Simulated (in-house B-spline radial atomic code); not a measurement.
Ar. Computed with a B-spline radial atomic code. Model: all-electron spherical atom, spin shells full or empty, radial basis limit, no spin-orbit coupling, Breit or QED, empty-state partial waves extrapolated as (l+1/2)^-4, RPA, G0W0 and static COHSEX of the highest shell as one setting changes (uncorrelated shells keep exact exchange).

Empty levels are discrete states of a finite basis, so the steps are uneven.

Given: element Ar; charge 0; filled core Ne; hamiltonian non-relativistic; mean-field start PBE; highest l of empty states 9; lowest nl shells left uncorrelated 1; highest mean-field shell 3p; box radius 40 bohr.

Shell: 3s 1 1, 3p 3 3 (electrons up and down).

```tsv
highest empty level kept (hartree)	RPA correlation energy (hartree)	G0W0 level (eV)	G0W0 minus most complete (meV)	COHSEX level (eV)	linearised minus solved G0W0 (meV)
1	-0.20113	-14.262	1144.9	-15.461	-74.8
2	-0.28842	-14.522	885.1	-16.18	-82
3.5	-0.36077	-14.772	635.3	-16.877	-93.2
6	-0.4297	-14.967	440.3	-17.467	-103.1
10	-0.5105	-15.124	282.8	-17.974	-111.8
18	-0.61587	-15.246	161.1	-18.349	-118.9
30	-0.72332	-15.309	97.8	-18.54	-122.7
60	-0.85116	-15.366	41.2	-18.715	-126.2
120	?	?	?	?	?
250	?	?	?	?	?
600	-0.97427	-15.405	1.5	-18.853	-128.7
2000	-0.97811	-15.407	0	-18.857	-128.8
```

Task: What follows for highest empty level kept = 250?

Result: RPA correlation energy -0.959 hartree; G0W0 level -15.4 eV; G0W0 minus most complete 6.6 meV; COHSEX level -18.837 eV; linearised minus solved G0W0 -128.4 meV.

Task: What follows for highest empty level kept = 120?

Result: RPA correlation energy -0.91762 hartree; G0W0 level -15.387 eV; G0W0 minus most complete 20.3 meV; COHSEX level -18.787 eV; linearised minus solved G0W0 -127.6 meV.
